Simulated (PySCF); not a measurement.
# SF⁺: everyday levels beside a composite calculation

PySCF; the state is a triplet (π ↑↑). The composite is CCSD(T) extrapolated to the basis-set limit from two correlation-consistent sets, with core-valence (CV) and scalar-relativistic (SR) terms as its label shows; it has no spin–orbit coupling and nothing beyond (T). Here it is CCSD(T)/CBS(TQ)+CV+SR. It gives Re = 1.505 Å, ωe = 1023 cm⁻¹ and De = 3.84 eV to S⁺ + F.

| level | basis | relativity | Re (Å) | ωe (cm⁻¹) | De (eV) |
| --- | --- | --- | --- | --- | --- |
| UHF | jorge-DZP-DKH | spin-free X2C | 1.523 | 1050 | 0.77 |
| UHF-MP2 | def2-TZVPPD | no relativity | 1.508 | 1044 | 3.73 |
| UHF-SCS-MP2 | 6-311G(d,p) | no relativity | 1.533 | 963 | 2.64 |
| UHF-CCSD(T) | 6-311G(d,p) | no relativity | 1.539 | 939 | 2.62 |
| PBE | jorge-DZP-DKH | spin-free X2C | 1.574 | 926 | 4.04 |
| PBE | 6-311G(d,p) | no relativity | 1.556 | 916 | 4.03 |
| r²SCAN | jorge-DZP-DKH | spin-free X2C | 1.557 | 963 | 3.57 |
| PBE0 | def2-TZVPPD | no relativity | 1.505 | 1048 | 4.01 |
| M06 | jorge-DZP-DKH | spin-free X2C | 1.545 | 993 | 3.40 |
| MN15 | def2-TZVPPD | no relativity | 1.494 | 1080 | 4.08 |

Question: Give the difference of each row from the composite.

Answer: 

```tsv
level	basis	ΔRe (pm)	Δωe (%)	ΔDe (eV)
UHF	jorge-DZP-DKH	+1.8	+2.6	-3.07
UHF-MP2	def2-TZVPPD	+0.3	+2.1	-0.11
UHF-SCS-MP2	6-311G(d,p)	+2.8	-5.9	-1.20
UHF-CCSD(T)	6-311G(d,p)	+3.4	-8.2	-1.22
PBE	jorge-DZP-DKH	+6.9	-9.5	+0.20
PBE	6-311G(d,p)	+5.1	-10.5	+0.19
r²SCAN	jorge-DZP-DKH	+5.2	-5.9	-0.27
PBE0	def2-TZVPPD	+0.0	+2.4	+0.17
M06	jorge-DZP-DKH	+4.0	-2.9	-0.44
MN15	def2-TZVPPD	-1.1	+5.6	+0.24
```

Question: Which rows come closest in De?

Answer: UHF-MP2 in def2-TZVPPD (-0.11 eV), counted from the composite.

Correlated steps freeze 6 core orbitals. For an ion De counts to the pair picked by the measured ionisation energies or electron affinities, which need not be the lowest pair at this level. The state was picked by a PBE0 search and need not be the measured ground state.
